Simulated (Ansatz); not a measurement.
# HGe–N–N, quartet: the ladder up to UCCSDT(Q)

Geometry: that of the HGe–N–N, doublet, kept fixed. The doublet lies 3.9 eV lower here.

```xyz
4

Ge    0.0000   -0.0314    0.7202
N     0.0000    0.0753   -1.3406
N     0.0000   -0.0244   -2.4388
H     0.0000    1.5572    0.6162
```

Basis cc-pVDZ; Ansatz 0.2.0. Only valence electrons are correlated (noble-gas cores and the filled d shells of p-block atoms frozen), which leaves 15 electrons in 44 orbitals. R marks a restricted (for open shells ROHF) determinant, U an unrestricted one. Active spaces: valence = (11e, 11o, short of the full valence) chosen from the atoms' valence shells. No spin–orbit coupling is included, and no scalar relativity.

Full CI isn't at hand for all of this; UCCSDT(Q) serves as the reference, and is uncertain by about the last step of the cluster series. The frozen core follows each run's orbitals, which can shift R against U totals by a few meV for light atoms and by up to 0.1 eV past Ca.

```
UHF ⟨S²⟩                          : 3.819
T1 diagnostic (RCCSD)             : 0.0319
largest doubles amplitude (RCCSD) : 0.083
T1 diagnostic (UCCSD)             : 0.0281
```

```tsv
level	E − E(RHF) (eV)
UHF	-0.1411
UMP2	-9.9676
UCCSD	-10.5706
UCCSD(T)	-10.9815
```

(1) Estimate how far UCCSDT(Q) in cc-pVDZ lies from UCCSD(T). The table doesn't fix it; the size of (T) and the diagnostics are the guide.

(1) UCCSDT(Q) in cc-pVDZ lies 2.93 mEh below UCCSD(T), which is 19 % of the (T) step (-15.10 mEh). T1 is raised, but (T) still catches most of what CCSD lacks. The miss exceeds 1 kcal/mol.

The other levels:

```tsv
level	E − E(UCCSDT(Q)) (mEh)	share of correlation (%)	wall time
UCCSDT	2.05	99.50	–
```

The correlation energy at UCCSDT(Q), counted from RHF, is -11.061 eV. That run took 1.8 min on 1 thread of Arm Neoverse V1, shared host.

Run but not shown, since their state or frozen core can't be matched to the reference's or they repeat it: RHF, RMP2, RCCSD, RCCSD(T), BCCD(T), RCCSDT, RCCSDT(Q), CASSCF (valence space), NEVPT2 (valence space).

Times hold each run's SCF and search for its determinant on a shared host, so for small cases they say little of a method's own cost; they ran on 1 thread of Arm Neoverse V1.

Natural occupations of CASSCF (valence space) about the gap: 1.969 1.941 1.941 1.003 1.000 0.998 0.059 0.059 0.028 0.018; effectively unpaired electrons, Σ n²(2−n)², 3.06.
